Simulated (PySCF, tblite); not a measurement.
# 2-methyl-1-propanol: a rotation path, then NMR shifts on frames

Aim: move 2-methyl-1-propanol (`CC(C)CO`) away from its starting geometry and see how NMR shifts follow the geometry.

Computed with tblite 0.8.0 and PySCF 2.14.0, with density-fitted response routines of our own, on a single molecule in the gas phase. Atoms are numbered from 0 throughout.

## (1) The starting structure

15 atoms, charge 0, multiplicity 1; geometry from: GFN2-xTB.

Bonds of the start (Å): C0–C1 1.53, C1–C2 1.53, C1–C3 1.53, C3–O4 1.41, C0–H5 1.09, C0–H6 1.09, C0–H7 1.09, C1–H8 1.10, C2–H9 1.09, C2–H10 1.09, C2–H11 1.09, C3–H12 1.09, C3–H13 1.10, O4–H14 0.96.

## (2) A band between two rotamers with GFN2-xTB

What the job is given:

```
{"job": {"kind": "neb", "xc": "GFN2-xTB", "basis": "xTB", "atoms": [0, 1, 3, 4], "turn": 120}, "charge": 0, "multiplicity": 1}
C      1.266839    -0.736857     0.164649
C      0.001598     0.095158     0.355550
C      0.288173     1.581761     0.167495
C     -1.085061    -0.364681    -0.625543
O     -1.473100    -1.704147    -0.433951
H      1.997291    -0.511505     0.938146
H      1.712226    -0.525912    -0.805071
H      1.027059    -1.796684     0.206954
H     -0.372158    -0.064256     1.376055
H      1.057931     1.909297     0.862334
H     -0.607880     2.173858     0.341811
H      0.634894     1.774367    -0.845406
H     -0.707698    -0.316341    -1.649606
H     -1.958733     0.300093    -0.547284
H     -1.785796    -1.806161     0.471954
```

Level: GFN2-xTB climbing-image nudged elastic band, gas phase.

On the command line:

```bash
$ OMP_NUM_THREADS=1 python probes_run.py task.json out
```

One launch serves the whole session: the jobs run in the order shown.

The log of the run:

```text
image   E - E0 / eV
  0       0.0000
  1       0.0167
  2       0.0532
  3       0.0874
  4       0.1016
  5       0.0891
  6       0.0577
  7       0.0262
  8       0.0099
```

Wall time 3.3 s (1 thread, shared host).

The final band, with the dihedral C0–C1–C3–O4:

```csv
image,dihedral (°),energy (eV),energy (kcal/mol)
0,62,0.000,0.0
1,75,0.017,0.4
2,88,0.053,1.2
3,102,0.087,2.0
4,116,0.102,2.3
5,130,0.089,2.1
6,144,0.058,1.3
7,158,0.026,0.6
8,171,0.010,0.2
```

## (3) Shielding tensors: image 0, PBE0/pcSseg-1

What the job is given:

```
{"job": {"kind": "nmr", "xc": "PBE0", "basis": "pcSseg-1", "pop": false}, "charge": 0, "multiplicity": 1}
C      1.266800    -0.736900     0.164600
C      0.001600     0.095200     0.355500
C      0.288200     1.581800     0.167500
C     -1.085100    -0.364700    -0.625500
O     -1.473100    -1.704100    -0.434000
H      1.997300    -0.511500     0.938100
H      1.712200    -0.525900    -0.805100
H      1.027100    -1.796700     0.207000
H     -0.372200    -0.064300     1.376100
H      1.057900     1.909300     0.862300
H     -0.607900     2.173900     0.341800
H      0.634900     1.774400    -0.845400
H     -0.707700    -0.316300    -1.649600
H     -1.958700     0.300100    -0.547300
H     -1.785800    -1.806200     0.472000
```

Level: GIAO PBE0/pcSseg-1 NMR shielding, non-relativistic, gas phase.

The log of the run:

```text
coarse grid: 11632 points
cycle   1  E = -233.2346100786  dE =  3.689e-01  |g| = 6.494e-01  |ddm| = 3.109e+00
cycle   2  E = -233.1814053756  dE =  5.320e-02  |g| = 8.583e-01  |ddm| = 1.213e+00
cycle   3  E = -233.3191202820  dE = -1.377e-01  |g| = 7.119e-02  |ddm| = 7.582e-01
cycle   4  E = -233.3199486328  dE = -8.284e-04  |g| = 3.070e-02  |ddm| = 7.240e-02
cycle   5  E = -233.3201651834  dE = -2.166e-04  |g| = 4.382e-03  |ddm| = 2.928e-02
cycle   6  E = -233.3201689579  dE = -3.774e-06  |g| = 1.510e-03  |ddm| = 4.606e-03
final grid: 109760 points
cycle   7  E = -233.3612973339  dE = -3.050e-05  |g| = 1.036e-02  |ddm| = 2.418e-02
cycle   8  E = -233.3612787421  dE =  1.859e-05  |g| = 1.413e-02  |ddm| = 1.904e-02
cycle   9  E = -233.3613211366  dE = -4.239e-05  |g| = 1.039e-03  |ddm| = 1.122e-02
cycle  10  E = -233.3613213439  dE = -2.073e-07  |g| = 1.669e-04  |ddm| = 8.968e-04
cycle  11  E = -233.3613213493  dE = -5.349e-09  |g| = 4.187e-05  |ddm| = 1.743e-04
cycle  12  E = -233.3613213496  dE = -3.476e-10  |g| = 1.557e-05  |ddm| = 4.576e-05
converged SCF energy = -233.3613213496

GIAO shielding tensors (ppm)
atom      isotropic    diamagn.    paramagn.     s11        s22        s33       span
  0 C      165.890     248.056     -82.167    149.166    161.653    186.849     37.683
  1 C      148.505     247.295     -98.790    135.107    151.450    158.957     23.849
  2 C      166.492     247.910     -81.418    151.597    158.687    189.192     37.595
  3 C      112.184     244.594    -132.411     82.407    107.365    146.779     64.372
  4 O      293.777     387.866     -94.088    242.547    283.533    355.252    112.706
  5 H       30.759      30.504       0.255     26.663     28.288     37.326     10.663
  6 H       31.298      30.978       0.320     28.004     28.831     37.058      9.054
  7 H       29.742      30.369      -0.627     24.685     29.129     35.411     10.726
  8 H       30.517      33.199      -2.682     27.511     28.771     35.268      7.756
  9 H       30.626      30.229       0.397     26.443     28.344     37.089     10.646
 10 H       30.735      30.411       0.324     26.314     28.278     37.613     11.298
 11 H       31.230      30.774       0.456     27.664     29.188     36.837      9.173
 12 H       28.557      30.430      -1.873     24.555     29.239     31.876      7.322
 13 H       27.719      30.720      -3.001     22.269     29.310     31.578      9.309
 14 H       32.000      32.390      -0.390     23.648     29.297     43.055     19.407
```

It took 18 s on 1 thread, shared host.

The references, computed at this level on geometries of the same kind, shield at (ppm): ¹H TMS 31.72, ¹³C TMS 186.9, ¹⁷O H2O 336.1. Their shielding less the atom's gives the shift. The references are single molecules in the gas phase, so shifts against H2O, NH3, PH3, H3PO4 or CFCl3 are not on the usual liquid scales and can be off by tens of ppm. Each atom is listed at this fixed geometry, with no averaging over motion; a spectrum would average atoms that exchange fast.

```csv
atoms,environment,σ (ppm),δ (ppm)
C3,sp3 CH2 bonded to O,112.2,74.7
C1,sp3 CH,148.5,38.4
C0,methyl carbon,165.9,21.0
C2,methyl carbon,166.5,20.4
H13,hydrogen on an sp3 CH2 bonded to O,27.72,4.00
H12,hydrogen on an sp3 CH2 bonded to O,28.56,3.16
H7,hydrogen on a methyl carbon,29.74,1.98
H8,hydrogen on an sp3 CH,30.52,1.20
H9,hydrogen on a methyl carbon,30.63,1.09
H10,hydrogen on a methyl carbon,30.74,0.98
H5,hydrogen on a methyl carbon,30.76,0.96
H11,hydrogen on a methyl carbon,31.23,0.49
H6,hydrogen on a methyl carbon,31.30,0.42
H14,hydrogen on an alcohol oxygen,32.00,-0.28
O4,alcohol oxygen,293.8,42.3
```

## (4) Nuclear shieldings: image 2, PBE0/pcSseg-1

What the job is given:

```
{"job": {"kind": "nmr", "xc": "PBE0", "basis": "pcSseg-1", "pop": false}, "charge": 0, "multiplicity": 1}
C      1.371100    -0.690800     0.081500
C      0.044300     0.023500     0.326900
C      0.212700     1.538500     0.253200
C     -1.026300    -0.449300    -0.673100
O     -1.740000    -1.578200    -0.226700
H      2.089200    -0.447500     0.861800
H      1.789000    -0.392000    -0.877700
H      1.221300    -1.767700     0.073000
H     -0.304400    -0.236500     1.335100
H      0.974400     1.872900     0.953000
H     -0.721600     2.039700     0.498900
H      0.510400     1.837600    -0.749000
H     -0.562000    -0.751900    -1.614300
H     -1.721100     0.375800    -0.888800
H     -2.141500    -1.366000     0.624100
```

Method: GIAO PBE0/pcSseg-1 NMR shielding, non-relativistic, gas phase.

The log of the run:

```text
coarse grid: 11632 points
cycle   1  E = -233.2296957858  dE =  3.659e-01  |g| = 6.528e-01  |ddm| = 3.101e+00
cycle   2  E = -233.1767418585  dE =  5.295e-02  |g| = 8.608e-01  |ddm| = 1.171e+00
cycle   3  E = -233.3149978110  dE = -1.383e-01  |g| = 7.055e-02  |ddm| = 7.186e-01
cycle   4  E = -233.3158123574  dE = -8.145e-04  |g| = 3.059e-02  |ddm| = 7.048e-02
cycle   5  E = -233.3160282439  dE = -2.159e-04  |g| = 4.229e-03  |ddm| = 2.839e-02
cycle   6  E = -233.3160317102  dE = -3.466e-06  |g| = 1.528e-03  |ddm| = 4.380e-03
final grid: 109760 points
cycle   7  E = -233.3574660115  dE = -3.412e-05  |g| = 1.033e-02  |ddm| = 2.450e-02
cycle   8  E = -233.3574481168  dE =  1.789e-05  |g| = 1.396e-02  |ddm| = 1.864e-02
cycle   9  E = -233.3574899909  dE = -4.187e-05  |g| = 1.063e-03  |ddm| = 1.083e-02
cycle  10  E = -233.3574902053  dE = -2.143e-07  |g| = 1.825e-04  |ddm| = 8.920e-04
cycle  11  E = -233.3574902116  dE = -6.376e-09  |g| = 4.407e-05  |ddm| = 1.849e-04
cycle  12  E = -233.3574902120  dE = -3.866e-10  |g| = 1.612e-05  |ddm| = 4.754e-05
converged SCF energy = -233.3574902120

GIAO shielding tensors (ppm)
atom      isotropic    diamagn.    paramagn.     s11        s22        s33       span
  0 C      163.373     247.557     -84.183    146.178    158.698    185.244     39.066
  1 C      146.206     246.812    -100.606    120.642    156.197    161.778     41.136
  2 C      164.064     248.261     -84.197    144.559    161.714    185.918     41.359
  3 C      110.146     244.967    -134.821     83.161    106.567    140.710     57.549
  4 O      286.560     387.224    -100.664    228.101    279.556    352.023    123.921
  5 H       30.647      30.255       0.392     26.403     28.215     37.324     10.921
  6 H       31.103      30.840       0.263     27.939     28.887     36.483      8.544
  7 H       29.915      30.107      -0.192     25.480     28.442     35.822     10.342
  8 H       30.571      33.461      -2.890     27.833     29.113     34.767      6.935
  9 H       30.754      30.426       0.327     26.496     28.595     37.169     10.673
 10 H       30.613      30.752      -0.140     26.309     28.397     37.132     10.823
 11 H       31.130      30.957       0.173     27.821     29.062     36.508      8.687
 12 H       28.337      30.444      -2.107     25.030     29.175     30.806      5.777
 13 H       27.891      31.092      -3.202     22.505     30.036     31.132      8.627
 14 H       31.896      32.390      -0.494     23.403     30.115     42.171     18.768
```

Wall time 17 s (1 thread, shared host).

This run: δ C3 76.8, C1 40.7, C0 23.6, C2 22.9, H13 3.83, H12 3.38 ppm.

## (5) Shielding tensors: image 4, PBE0/pcSseg-1

What the job is given:

```
{"job": {"kind": "nmr", "xc": "PBE0", "basis": "pcSseg-1", "pop": false}, "charge": 0, "multiplicity": 1}
C      1.460400    -0.634100    -0.001500
C      0.084800    -0.052700     0.317300
C      0.129900     1.474000     0.342300
C     -0.979500    -0.548400    -0.686300
O     -1.983900    -1.335000    -0.088300
H      2.176300    -0.372000     0.774700
H      1.825100    -0.250900    -0.952100
H      1.404800    -1.718300    -0.062100
H     -0.208800    -0.410300     1.312000
H      0.878400     1.827900     1.046800
H     -0.835300     1.884000     0.634600
H      0.381200     1.857800    -0.644400
H     -0.526000    -1.191600    -1.443000
H     -1.431700     0.309900    -1.204300
H     -2.380000    -0.832100     0.632200
```

Method: GIAO PBE0/pcSseg-1 NMR shielding, non-relativistic, gas phase.

The log of the run:

```text
coarse grid: 11632 points
cycle   1  E = -233.2260548343  dE =  3.625e-01  |g| = 6.535e-01  |ddm| = 3.097e+00
cycle   2  E = -233.1733192441  dE =  5.274e-02  |g| = 8.610e-01  |ddm| = 1.138e+00
cycle   3  E = -233.3114387287  dE = -1.381e-01  |g| = 7.079e-02  |ddm| = 6.862e-01
cycle   4  E = -233.3122628293  dE = -8.241e-04  |g| = 3.058e-02  |ddm| = 6.871e-02
cycle   5  E = -233.3124792932  dE = -2.165e-04  |g| = 4.187e-03  |ddm| = 2.780e-02
cycle   6  E = -233.3124826753  dE = -3.382e-06  |g| = 1.505e-03  |ddm| = 4.331e-03
final grid: 109760 points
cycle   7  E = -233.3539632412  dE = -3.497e-05  |g| = 1.038e-02  |ddm| = 2.421e-02
cycle   8  E = -233.3539453194  dE =  1.792e-05  |g| = 1.401e-02  |ddm| = 1.812e-02
cycle   9  E = -233.3539873688  dE = -4.205e-05  |g| = 1.076e-03  |ddm| = 1.052e-02
cycle  10  E = -233.3539875891  dE = -2.203e-07  |g| = 1.901e-04  |ddm| = 8.778e-04
cycle  11  E = -233.3539875961  dE = -6.984e-09  |g| = 4.415e-05  |ddm| = 1.859e-04
cycle  12  E = -233.3539875965  dE = -3.884e-10  |g| = 1.616e-05  |ddm| = 4.831e-05
converged SCF energy = -233.3539875965

GIAO shielding tensors (ppm)
atom      isotropic    diamagn.    paramagn.     s11        s22        s33       span
  0 C      162.135     247.349     -85.214    142.604    159.496    184.304     41.700
  1 C      146.833     246.934    -100.101    116.323    158.143    166.033     49.710
  2 C      162.172     248.120     -85.948    143.697    159.470    183.348     39.650
  3 C      108.980     245.045    -136.065     85.438    104.060    137.442     52.005
  4 O      284.855     387.063    -102.208    233.552    274.657    346.355    112.802
  5 H       30.652      30.157       0.495     26.370     28.240     37.346     10.976
  6 H       30.955      30.755       0.200     27.819     28.927     36.120      8.301
  7 H       30.204      30.244      -0.040     25.975     28.311     36.325     10.350
  8 H       30.369      33.244      -2.875     28.077     28.566     34.463      6.386
  9 H       30.784      30.475       0.309     26.503     28.572     37.277     10.774
 10 H       30.422      30.908      -0.486     26.231     28.479     36.556     10.326
 11 H       31.034      31.069      -0.035     27.902     28.973     36.227      8.325
 12 H       28.177      30.493      -2.315     24.342     29.867     30.322      5.980
 13 H       27.980      31.115      -3.135     23.443     29.827     30.671      7.227
 14 H       31.646      32.487      -0.841     23.054     30.603     41.281     18.227
```

Run time: 17 s. Hardware: 1 thread, shared host.

In short: δ C3 77.9, C1 40.1, C0 24.8, C2 24.8, H13 3.74, H12 3.54 ppm.

## (6) NMR shieldings: image 6, PBE0/pcSseg-1

What the job is given:

```
{"job": {"kind": "nmr", "xc": "PBE0", "basis": "pcSseg-1", "pop": false}, "charge": 0, "multiplicity": 1}
C      1.520300    -0.573500    -0.084000
C      0.118400    -0.129500     0.325400
C      0.041100     1.393100     0.433100
C     -0.938900    -0.650500    -0.665100
O     -2.149700    -1.009700    -0.041400
H      2.245700    -0.289400     0.675300
H      1.808600    -0.115700    -1.027500
H      1.555500    -1.654300    -0.199300
H     -0.106800    -0.569100     1.304300
H      0.786700     1.771400     1.127800
H     -0.940200     1.713200     0.780200
H      0.223100     1.846200    -0.540100
H     -0.590100    -1.562100    -1.154300
H     -1.120100     0.104400    -1.444900
H     -2.458000    -0.266500     0.488400
```

Method: GIAO PBE0/pcSseg-1 NMR shielding, non-relativistic, gas phase.

The log of the run:

```text
coarse grid: 11632 points
cycle   1  E = -233.2299072084  dE =  3.644e-01  |g| = 6.509e-01  |ddm| = 3.103e+00
cycle   2  E = -233.1778899739  dE =  5.202e-02  |g| = 8.572e-01  |ddm| = 1.176e+00
cycle   3  E = -233.3146066966  dE = -1.367e-01  |g| = 7.157e-02  |ddm| = 7.168e-01
cycle   4  E = -233.3154549379  dE = -8.482e-04  |g| = 3.048e-02  |ddm| = 6.967e-02
cycle   5  E = -233.3156698255  dE = -2.149e-04  |g| = 4.326e-03  |ddm| = 2.835e-02
cycle   6  E = -233.3156734774  dE = -3.652e-06  |g| = 1.465e-03  |ddm| = 4.527e-03
final grid: 109760 points
cycle   7  E = -233.3567024859  dE = -3.379e-05  |g| = 1.036e-02  |ddm| = 2.419e-02
cycle   8  E = -233.3566845901  dE =  1.790e-05  |g| = 1.397e-02  |ddm| = 1.850e-02
cycle   9  E = -233.3567265863  dE = -4.200e-05  |g| = 1.085e-03  |ddm| = 1.077e-02
cycle  10  E = -233.3567268096  dE = -2.233e-07  |g| = 1.786e-04  |ddm| = 8.986e-04
cycle  11  E = -233.3567268158  dE = -6.127e-09  |g| = 4.197e-05  |ddm| = 1.775e-04
cycle  12  E = -233.3567268161  dE = -3.423e-10  |g| = 1.604e-05  |ddm| = 4.502e-05
converged SCF energy = -233.3567268161

GIAO shielding tensors (ppm)
atom      isotropic    diamagn.    paramagn.     s11        s22        s33       span
  0 C      163.678     247.588     -83.910    141.676    162.457    186.901     45.225
  1 C      149.244     247.131     -97.886    124.858    157.320    165.555     40.696
  2 C      163.464     248.313     -84.849    144.435    160.877    185.078     40.643
  3 C      109.465     245.186    -135.720     85.459    103.998    138.939     53.480
  4 O      292.788     387.745     -94.957    262.112    281.724    334.528     72.416
  5 H       30.641      30.169       0.471     26.390     28.266     37.266     10.876
  6 H       30.999      30.749       0.250     27.713     28.963     36.321      8.608
  7 H       30.537      30.371       0.166     26.114     28.397     37.101     10.986
  8 H       30.217      32.761      -2.544     27.024     29.111     34.517      7.494
  9 H       30.680      30.534       0.146     26.418     28.416     37.207     10.789
 10 H       30.420      31.194      -0.774     26.077     28.782     36.402     10.325
 11 H       31.132      31.183      -0.050     28.014     28.855     36.528      8.515
 12 H       28.045      30.518      -2.474     23.336     29.977     30.821      7.485
 13 H       28.094      31.055      -2.961     24.210     29.106     30.966      6.757
 14 H       31.310      32.724      -1.414     22.233     30.698     41.000     18.767
```

Wall time 17 s (1 thread, shared host).

In short: δ C3 77.5, C1 37.7, C2 23.5, C0 23.2, H12 3.67, H13 3.62 ppm.

## (7) NMR shieldings: image 8, PBE0/pcSseg-1

What the job is given:

```
{"job": {"kind": "nmr", "xc": "PBE0", "basis": "pcSseg-1", "pop": false}, "charge": 0, "multiplicity": 1}
C      1.541400    -0.507300    -0.171600
C      0.144800    -0.194300     0.357500
C     -0.024600     1.312100     0.553000
C     -0.915000    -0.750900    -0.604600
O     -2.227000    -0.681800    -0.101200
H      2.297500    -0.134400     0.515000
H      1.695000    -0.036200    -1.140500
H      1.680100    -1.579700    -0.285100
H      0.009100    -0.690800     1.324200
H      0.760900     1.695600     1.200100
H     -0.980700     1.546000     1.018600
H      0.035700     1.829100    -0.403600
H     -0.732500    -1.814100    -0.779400
H     -0.845500    -0.227200    -1.570400
H     -2.443500     0.241900     0.066100
```

Method: GIAO PBE0/pcSseg-1 NMR shielding, non-relativistic, gas phase.

The log of the run:

```text
coarse grid: 11632 points
cycle   1  E = -233.2345586161  dE =  3.681e-01  |g| = 6.473e-01  |ddm| = 3.107e+00
cycle   2  E = -233.1833029663  dE =  5.126e-02  |g| = 8.521e-01  |ddm| = 1.236e+00
cycle   3  E = -233.3182718531  dE = -1.350e-01  |g| = 7.272e-02  |ddm| = 7.708e-01
cycle   4  E = -233.3191558342  dE = -8.840e-04  |g| = 3.025e-02  |ddm| = 7.285e-02
cycle   5  E = -233.3193668494  dE = -2.110e-04  |g| = 4.601e-03  |ddm| = 2.912e-02
cycle   6  E = -233.3193710596  dE = -4.210e-06  |g| = 1.463e-03  |ddm| = 4.903e-03
final grid: 109760 points
cycle   7  E = -233.3607183647  dE = -3.636e-05  |g| = 1.044e-02  |ddm| = 2.687e-02
cycle   8  E = -233.3607001130  dE =  1.825e-05  |g| = 1.411e-02  |ddm| = 1.928e-02
cycle   9  E = -233.3607427832  dE = -4.267e-05  |g| = 1.108e-03  |ddm| = 1.134e-02
cycle  10  E = -233.3607430156  dE = -2.324e-07  |g| = 1.847e-04  |ddm| = 9.761e-04
cycle  11  E = -233.3607430222  dE = -6.586e-09  |g| = 4.616e-05  |ddm| = 1.970e-04
cycle  12  E = -233.3607430226  dE = -4.258e-10  |g| = 1.551e-05  |ddm| = 4.829e-05
converged SCF energy = -233.3607430226

GIAO shielding tensors (ppm)
atom      isotropic    diamagn.    paramagn.     s11        s22        s33       span
  0 C      166.261     248.147     -81.886    148.696    160.458    189.628     40.932
  1 C      151.732     247.141     -95.409    139.670    152.833    162.693     23.023
  2 C      166.586     249.170     -82.584    148.985    163.039    187.735     38.751
  3 C      111.444     244.733    -133.289     82.232    106.985    145.115     62.884
  4 O      299.795     388.094     -88.299    278.897    299.974    320.513     41.616
  5 H       30.713      30.320       0.393     26.446     28.405     37.287     10.841
  6 H       31.194      30.913       0.281     27.743     29.217     36.624      8.881
  7 H       30.740      30.328       0.411     26.170     28.275     37.773     11.603
  8 H       30.071      32.349      -2.279     26.791     28.279     35.142      8.350
  9 H       30.621      30.708      -0.087     26.380     28.427     37.057     10.677
 10 H       30.450      31.522      -1.072     25.785     29.043     36.523     10.738
 11 H       31.381      31.464      -0.083     28.304     28.745     37.094      8.790
 12 H       27.887      30.166      -2.279     22.937     29.382     31.341      8.405
 13 H       28.390      31.025      -2.635     23.734     29.363     32.072      8.338
 14 H       31.025      32.759      -1.735     21.293     30.613     41.168     19.874
```

It took 17 s on 1 thread, shared host.

This run: δ C3 75.5, C1 35.2, C0 20.7, C2 20.3, H12 3.83, H13 3.33 ppm.

## (8) Comparing the runs: NMR shifts

Shifts (ppm) of some atoms, chosen among heavy atoms and hydrogens apart, with basis size and wall time:

```csv
frame,C3,C1,C0,C2,H7,H14,O4,functions,time
image 0,74.7,38.4,21.0,20.4,1.98,-0.28,42.3,135,18 s
image 2,76.8,40.7,23.6,22.9,1.80,-0.18,49.5,135,17 s
image 4,77.9,40.1,24.8,24.8,1.51,0.07,51.2,135,17 s
image 6,77.5,37.7,23.2,23.5,1.18,0.41,43.3,135,17 s
image 8,75.5,35.2,20.7,20.3,0.98,0.69,36.3,135,17 s
```

## (9) Results

| quantity | value |
| --- | --- |
| barrier | 0.102 eV (2.3 kcal/mol) at image 4 |
| end to end (GFN2-xTB) | 0.010 eV |
| ¹³C shifts against TMS (PBE0/pcSseg-1, image 0) | 74.7, 38.4, 21.0, 20.4 ppm |
| ¹H shifts against TMS (PBE0/pcSseg-1, image 0) | 4.00, 3.16, 1.98, 1.20, 1.09, 0.98, 0.96, 0.49, 0.42, -0.28 ppm |
| ¹⁷O shifts against H2O (PBE0/pcSseg-1, image 0) | 42.3 ppm |
| range of the shift of O4 | 36.3 to 51.2 ppm |

In words: Along the band the dihedral turns by 109°, and the top (dihedral 116°) lies 2.3 kcal/mol above the start (GFN2-xTB, rough), so at room temperature this motion is fast. Ends this close can change order at a higher level. The top was not checked by a frequency run. Shifts at one fixed geometry are not the observed spectrum, which averages over the motion. In the first frame run (image 0): The largest span, 113 ppm, is at O4, where the paramagnetic term is -94 ppm. In ppm, O4 moves most: its shift spreads over 14.9 ppm, from 36.3 (image 8) to 51.2 (image 4).
